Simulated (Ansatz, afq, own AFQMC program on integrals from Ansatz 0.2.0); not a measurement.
# Al2H2, triplet in 6-31G along one coordinate

```xyz
4

Al    0.0000    0.0000    1.1500
Al    0.0000    0.0000   -1.1500
H     0.0000    0.0000    2.7245
H     0.0000    0.0000   -2.7245
```

The Al1–Al2 distance is changed with both sides rigid. Energies in mEh count from this geometry (2.300 Å) at the same level; the start stands on UHF, each point on the determinant named.

Basis 6-31G. Only valence electrons are correlated. Integrals, coupled cluster, full CI and functionals: Ansatz 0.2.0; the random walks run on the same integrals in our own AFQMC program. The CISD trial takes its coefficients from CCSD amplitudes. Released means that phaseless walkers are propagated on without the constraint, phases kept. Error bars are statistical, one sigma.

Cautions, each for one point or more: cluster runs in doubt by the program's own checks; lower spins were not checked; strong correlation; the determinant is a saddle point among determinants of its kind; the search met a lower determinant of the same kind, perhaps of another symmetry, and this one is a saddle point; unrestricted determinant slightly spin contaminated.

```json
{"r(Al1–Al2) / Å": "1.826", "det.": "UHF", "T1": "0.012", "weight": "0.93", "⟨S²⟩": "2.02", "CCSD(T)": "113.1", "ph-AFQMC/CISD": "113.1 ± 0.07", "released AFQMC": "113.3 ± 0.05", "FCI": "113.5", "CCSDT(Q)": "113.4", "MP2": "110.1", "wB97M-V": "97.0"}
{"r(Al1–Al2) / Å": "2.810", "det.": "UHF", "T1": "0.019", "weight": "0.88", "⟨S²⟩": "2.03", "CCSD(T)": "22.7", "ph-AFQMC/CISD": "22.8 ± 0.2", "released AFQMC": "–", "FCI": "21.7", "CCSDT(Q)": "21.9", "MP2": "27.0", "wB97M-V": "36.4"}
{"r(Al1–Al2) / Å": "3.744", "det.": "UHF", "T1": "0.050", "weight": "0.83", "⟨S²⟩": "2.01", "CCSD(T)": "52.0", "ph-AFQMC/CISD": "52.3 ± 0.09", "released AFQMC": "–", "FCI": "49.0", "CCSDT(Q)": "49.0", "MP2": "56.9", "wB97M-V": "67.1"}
{"r(Al1–Al2) / Å": "5.173", "det.": "UHF", "T1": "0.034", "weight": "0.89", "⟨S²⟩": "2.04", "CCSD(T)": "57.3", "ph-AFQMC/CISD": "57.5 ± 0.07", "released AFQMC": "57.7 ± 0.06", "FCI": "57.6", "CCSDT(Q)": "57.8", "MP2": "59.4", "wB97M-V": "76.3"}
{"r(Al1–Al2) / Å": "7.727", "det.": "UHF", "T1": "0.039", "weight": "0.88", "⟨S²⟩": "2.06", "CCSD(T)": "58.0", "ph-AFQMC/CISD": "58.4 ± 0.07", "released AFQMC": "58.6 ± 0.06", "FCI": "58.8", "CCSDT(Q)": "58.7", "MP2": "60.4", "wB97M-V": "77.5"}
```

Weight is that of the determinant in the CISD state; at the start T1 is 0.014 and the weight 0.91, and ⟨S²⟩ is 2.03. Symmetry can't show for every point that it stays on the start's state. A dash marks a missing value, a released energy that hasn't settled or a functional that sits on another state. Largest departures from full CI: CCSD(T) 3.0 mEh at 3.744 (on UHF), ph-AFQMC/CISD 3.3 mEh at 3.744 (on UHF), released AFQMC -0.2 mEh at 7.727 (on UHF), CCSDT(Q) 0.2 mEh at 2.810 (on UHF), MP2 7.8 mEh at 3.744 (on UHF), wB97M-V -16.5 mEh at 1.826. Functionals count only at points shown to share the start's state and spin. In this small basis the wave-function levels are far from their limit, so their gap to the functionals isn't the functionals' error.

Some points may be missing: those where a free walk finds a much lower state, and past Zn most of those on another determinant than at the start.

CCSDT and higher add their correlation energy to the determinant of the CCSD(T) run, since their own runs factorise the integrals more tightly (a shift of under 2 meV). A walk keeps the symmetry of its determinant, which the program's search chose and which needn't be the lowest solution, so a lower state of the same spin and another symmetry isn't excluded. Released energies are given only where the last usable release times agree within the noise; a slower fall can still hide under it.
